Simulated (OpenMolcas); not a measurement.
How methods differ on BNH2 (SMILES B[N])

BNH2 has 4 atoms, charge 0, and is taken as a triplet. As SMILES, `B[N]`. The coordinates come from a GFN2-xTB relaxation.

```xyz
4

B    -0.0357    0.0066   -0.0239
N     1.0418   -0.1917    0.6977
H    -1.0569   -0.4740    0.3346
H     0.0509    0.6591   -1.0083
```

Quantity: the vertical ionisation energy (to the doublet cation), in eV. The values are calculated.

| level | kind | program | value (eV) | less FCI/STO-3G |
| --- | --- | --- | --- | --- |
| ROHF/STO-3G | Hartree–Fock | OpenMolcas | 9.81 | +0.87 |
| UHF/STO-3G | Hartree–Fock | OpenMolcas | 9.76 | +0.82 |
| UPBE/STO-3G | GGA | OpenMolcas | 9.49 | +0.55 |
| U-r2SCAN/STO-3G | meta-GGA | OpenMolcas | 9.80 | +0.86 |
| UM06-2X/STO-3G | hybrid meta-GGA | OpenMolcas | 9.92 | +0.98 |
| UPBE0/STO-3G | global hybrid | OpenMolcas | 9.86 | +0.92 |
| ROCCSD(T)/STO-3G | coupled cluster or CI | OpenMolcas | 8.98 | +0.04 |
| FCI/STO-3G | exact in the basis | OpenMolcas | 8.94 | 0.00 |

FCI/STO-3G is exact within its basis and frozen core, so for wave-function methods in that basis the difference is their error; functionals converge differently with the basis, so for them it is only a difference. The values span 8.94 to 9.92 eV. Spin contamination of the reference (⟨S²⟩ at least 0.1 too high) touches UHF/STO-3G. All rows use very small basis sets, so even the best lies far from the true value.
